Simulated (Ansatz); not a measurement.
C4H6S can be A, `C=C1SC1C`, or B, `C1=CSCC1`.

Gas-phase electronic energies from Ansatz, PBE0-D4/def2-TZVP geometries. CCSD(T)/CBS adds triple-zeta CCSD(T) − MP2 to the extrapolated MP2 energy (def2 sets, frozen cores). DFT in def2-TZVPP. B3LYP here is the variant with VWN-RPA as its local correlation; programs differ in this.

Which is lower in electronic energy at CCSD(T)/CBS, and by how much? (Estimate.)

Ansatz gave: B, by 87.7 kJ/mol.

Give E(B) − E(A) in kJ/mol with PBE-D4, CCSD(T)/def2-TZVPP, B3LYP, MP2/def2-TZVPP, B3LYP-D4, CCSD(T)/def2-SVP, PBE0-D4. (Estimate.)

Computed: PBE-D4 -73.1, CCSD(T)/def2-TZVPP -86.2, B3LYP -73.4, MP2/def2-TZVPP -82.5, B3LYP-D4 -77.0, CCSD(T)/def2-SVP -78.9, PBE0-D4 -83.1. None reverses the order clearly.

Does the order hold for the free energy at 298.15 K (harmonic terms from PBE0-D4)? (Best estimate.)

Computed: Yes: G(B) − G(A) = -79.0 kJ/mol.

Largest T1 diagnostic: 0.012.

The D4 term adds −3.6 kJ/mol with B3LYP and −1.6 kJ/mol with PBE0; it sums over pairs of atoms, weighted by their polarisabilities, and B3LYP, whose exchange is more repulsive, gets the larger term. At CCSD(T), def2-SVP lies +8.8 kJ/mol from the extrapolated value and def2-TZVPP +1.5 kJ/mol.
